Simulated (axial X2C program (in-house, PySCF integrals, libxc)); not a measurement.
# AlO⁻: properties at the nuclei

Computed with an in-house all-electron X2C program for linear molecules (integrals from PySCF): two-component X2C with atomic mean-field Coulomb and Gaunt terms, Gaussian nuclei, basis Al dyall-av3z, O dyall-av3z with contracted cores.

R = 1.645 Å (near the PBE0 minimum at charge -1 of the determinant lowest at the starting distance; the state shown can have its own minimum elsewhere).

Determinant lowest in the PBE0 search, Ω = 0 (closed shell), highest spinor 40% Al s, 29% O p, 25% Al p:

```csv
level,qzz Al (a.u.),qzz O (a.u.)
PBE0,-1.31,-0.55
HF,-1.50,-0.57
LDA,-1.24,-0.53
PBE,-1.23,-0.53
B3LYP,-1.33,-0.56
```

Determinant 2.31 eV from it at PBE0 and this distance, Ω = 2 (⟨Sz⟩ = 1.00, ⟨Lz⟩ = 1.00 at PBE0), spin on the atoms Al 0.78, O 0.22:

```csv
level,Eeff magnitude (GV/cm),Ws magnitude Al (kHz),A∥/gI Al (MHz),qzz Al (a.u.),A∥/gI O (MHz),qzz O (a.u.)
PBE0,0.143,0.0263,128,-0.59,45.7,0.94
HF,0.19,0.0337,136,-0.86,52.2,0.80
LDA,0.133,0.025,167,-0.54,42.4,0.83
PBE,0.133,0.0247,141,-0.54,45.4,0.86
B3LYP,0.143,0.0266,132,-0.59,47.8,1.06
```

Eeff is the effective electric field on the electron electric dipole moment in this Ω state and Ws the scalar–pseudoscalar constant of the nucleus named (defined with the proton number Z and per Ω); A∥ (defined per Ω) follows by multiplying with gI = μI/(I μN); qzz is the electric field gradient, eQq0 = 234.96 MHz × Q/barn × qzz. The operators were transformed with the bare-nucleus X2C matrices; with these basis sets, hyperfine constants and field gradients can be off by tens of per cent, and where levels differ in sign neither size nor sign is settled.

Q: With Q(27Al) = 0.1466 barn, Q(17O) = -0.02558 barn (Q from Pyykkö, Mol. Phys. 2018), turn the PBE0 values of the first state into constants in MHz.

A: eQq0(27Al) = 234.96 × (0.1466) × (-1.31) = -45.1 MHz; eQq0(17O) = 234.96 × (-0.02558) × (-0.55) = 3.31 MHz.

Each state is one determinant with collinear spin, which with several unpaired electrons need not be a pure state. Unrestricted Hartree–Fock can overshoot spin polarisation at the nuclei. For an anion, determinants above electron detachment, or with a positive highest level, are held by the basis set. With several open shells hyperfine constants can be off by a factor of several. Open-shell Ω = 0 determinants with evenly filled partner blocks cannot be reached by this program, so the Ω shown need not be the lowest component. The search compared states at one distance, so a state with another bond length can lie lower. PBE0 term energies can be off by some tenths of an eV.
